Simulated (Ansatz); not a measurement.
A calculation on rock-salt MgO returned lattice constant a 4.204 Å, elastic constant C11 310 GPa, elastic constant C44 157 GPa, Voigt–Reuss–Hill shear modulus 135 GPa, formation enthalpy -2.973 eV/atom.

For reference: lattice constant a 4.189 Å (measured, static lattice: zero-point anharmonic expansion removed; as tabulated in Mejia-Rodriguez and Trickey (2018), arXiv:1807.09216); elastic constant C11 306 GPa (measured, temperature not stated, no zero-point or thermal correction, our sources range from 298 to 306; as tabulated in Råsander and Moram (2015), arXiv:1505.02379); elastic constant C44 157 GPa (measured, temperature not stated, no zero-point or thermal correction; as tabulated in Råsander and Moram (2015), arXiv:1505.02379); formation enthalpy -3.13 eV/atom (measured, 0 K, zero-point vibrations removed by harmonic ab initio phonons, 0 K static; as tabulated in Harl and Kresse (2009), doi:10.1103/physrevlett.103.056401).

### Question
Which level of theory produced these numbers?
(A) PBE (Ansatz, a program for electronic structure)
(B) PBE-D3(BJ) (Ansatz)
(C) r²SCAN (Ansatz)
(D) HSE06 (Ansatz)

### Answer
C, r²SCAN (Ansatz)

The others give: HSE06 4.202 Å, 306 GPa, 156 GPa, 133 GPa, -2.798 eV/atom; PBE 4.254 Å, 267 GPa, 141 GPa, 117 GPa, -2.683 eV/atom; PBE-D3(BJ) 4.208 Å, 302 GPa, 146 GPa, 129 GPa, -2.825 eV/atom.

Unless a cell is named, each level is at its own relaxed cell (HSE06 9.27, PBE 9.62, PBE-D3(BJ) 9.31, r²SCAN 9.29 Å³/atom).

Caveats: exact exchange on metals is sensitive to the k mesh and can open a false gap (HSE06); the dispersion coefficients are held fixed in the derivatives (PBE-D3(BJ)). Ansatz's density-functional and Hartree–Fock values are scalar-relativistic unless marked +SOC, with PAW data made under PBE.
